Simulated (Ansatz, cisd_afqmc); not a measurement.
System: H$_{2}$F, charge 0, doublet.
HTBH set geometry:
```xyz
3

H      0.1466    -1.1284     0.0000
F      0.0000     0.3304     0.0000
H     -0.1466    -1.8454     0.0000
```
Charge 0, spin multiplicity 2.

Total energies in aug-cc-pVDZ, 9 correlated electrons, 1 frozen orbitals. Radicals and triplets start from unrestricted determinants; spin-orbit coupling is neglected. Cores are frozen in correlated methods. No relativity. AFQMC/CISD: phaseless, guided by CISD from CCSD amplitudes; bars are statistical, one sigma. Outlying blocks are dropped, and bars are widened where a walk drifts. Over all cases where full CI ran beside it in this data, AFQMC minus full CI had a median of +0.1 mEh and passed +0.4 mEh in a tenth of the cases.

```tsv
method	program	energy (Eh)	minus CCSDTQ (mEh)
HF	Ansatz	-100.48973	222.71
MP2	Ansatz	-100.68434	28.10
CCSD	Ansatz	-100.70802	4.42
CCSD(T)	Ansatz	-100.71177	0.68
CCSDT(Q)	Ansatz	-100.71246	-0.02
CCSDTQ	Ansatz	-100.71245	0.00
AFQMC/CISD	cisd_afqmc	-100.7120 ± 0.0003	0.5 ± 0.3
```

Rough core times of Ansatz's runs on a shared machine: CCSD(T) under 20 s, CCSDT(Q) under 20 s, CCSDTQ 20 min.

Ansatz is a quantum-chemistry and plane-wave program.
